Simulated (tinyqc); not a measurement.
Orbital energy against energy difference: ionisation energy by orbital energies and by energy differences in the 6-31g* basis, for H2O, spin multiplicity 1. Computed by the program tinyqc with PySCF. The cation is unrestricted; errors are against CCSD(T) in this basis, not against experiment.

Geometry (angstrom):
```
atom       x        y       z
O     0.0000   0.0000  0.0000
H     0.0000   0.7670  0.5470
H     0.0000  -0.7670  0.5470
```

CCSD(T) difference in the same basis = 12.0326 eV

IP-EOM-CCSD = 11.8545 eV

First vertical ionisation energy (eV):
```
method     -e(HOMO)  E(cation) - E  error of -e(HOMO)  error of the difference
HF           13.521       10.87357              1.489                   -1.159
LDA           6.267       12.72295             -5.766                    0.690
PBE           6.181       12.38078             -5.852                    0.348
B3LYP         7.907       12.42350             -4.125                    0.391
CAM-B3LYP     9.800       12.41692             -2.232                    0.384
LC-wPBE      11.264       12.46467             -0.768                    0.432
```

Estimate the missing row, method = PBE0.

Computed row:
```
method  -e(HOMO)  E(cation) - E  error of -e(HOMO)  error of the difference
PBE0       8.277       12.30666             -3.755                    0.274
```

Koopmans errs by +1.49 eV and Delta-HF by -1.16 eV: relaxation, 2.65 eV, lowers the value and the missing correlation difference works against it. The PBE level is off by -5.9 eV through the wrong tail of its potential, though its energy difference is off by +0.35 eV; exact exchange deepens the level, and among the orbital energies LC-wPBE comes closest; among the differences PBE0 does.
